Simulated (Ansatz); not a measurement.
# CF (doublet): the correlation ladder, aug-cc-pVDZ

An exercise on one series of results from a longer session: the logs are not shown, and one member is left open.

Computed with Ansatz 0.2.0, Gaussian basis. Level: aug-cc-pVDZ, core rule «outside noble gas», up to 2 orbitals frozen.

To be run: UHF; CCSD(T) on ROHF; CCSD(T) on UHF; BCCD(T) on ROHF; CISD; CCSDT(Q) on ROHF; CCSDT(Q) on UHF; CASSCF and MRCISD+Q, 11 electrons in 8 orbitals; CASSCF and NEVPT2, 11 electrons in 8 orbitals.

11 further runs of the same task are left out: 4 that didn't finish, 7 set aside as unsound or not needed.

## What is computed

The geometry is a PBE0/def2-TZVPD stationary point (not a proven minimum) of the parent state, kept for this charge and spin.

2 atoms, charge 0, spin multiplicity 2.

Atoms are counted from 1 here; the program's logs count them from 0.

Bond lengths: C1–F2 1.399 Å.

As a file:

```
C     0.00000    0.00000    0.00000
F     0.00000    0.00000    1.39910
```

The first run:

File in.yaml:

```yaml
crystal:
  periodic: [false, false, false]
  atoms:
    - {symbol: C, position_ang: [0.000000, 0.000000, 0.000000]}
    - {symbol: F, position_ang: [0.000000, 0.000000, 1.399100]}
basis:
  gaussian: {orbitals: aug-cc-pVDZ}
magnetization: {spin_polarized: true, initial_magnetization: 1}
hamiltonian: {xc: hf}
output: {orbitals: {seedname: orbitals}}
```

On the command line:

```
ansatz run in.yaml --threads 1 --pin off --events-out ev --progress --plain --max-ram 2393MiB
```

Among the steps run: UHF; CCSD(T) on ROHF; CCSD(T) on UHF; BCCD(T) on ROHF; CISD; CCSDT(Q) on ROHF; CCSDT(Q) on UHF; CASSCF and MRCISD+Q, 11 electrons in 8 orbitals; CASSCF and NEVPT2, 11 electrons in 8 orbitals.

One table of the session follows, with a row left open; its other results are not shown here.

| method | from UCCSDT(Q) (meV) |
| --- | --- |
| ROHF | ? |
| UHF | +8799.4 |
| RMP2 | +802.3 |
| UMP2 | +812.5 |
| CISD | +901.6 |
| RCCSD | +332.7 |
| UCCSD | +330.5 |
| RCCSD(T) | +48.1 |
| UCCSD(T) | +48.5 |
| BCCD(T) | +38.0 |
| RCCSDT | +21.3 |
| UCCSDT | +20.8 |
| RCCSDT(Q) | +9.6 |
| UCCSDT(Q) | 0 |
| CASSCF valence | +6833.8 |
| NEVPT2 valence | +1366.6 |
| MRCISD valence | +538.0 |
| MRCISD+Q valence | +121.1 |

Q: Estimate the row for ROHF from the others.

As computed: from UCCSDT(Q) (meV): +8935.3. In the column «from UCCSDT(Q) (meV)» it is the highest.

Caveats from the session: Restricted and unrestricted rows rest on different reference determinants; where their highest levels disagree by more than a few hundredths of an eV, they describe different states and don't form one ladder.
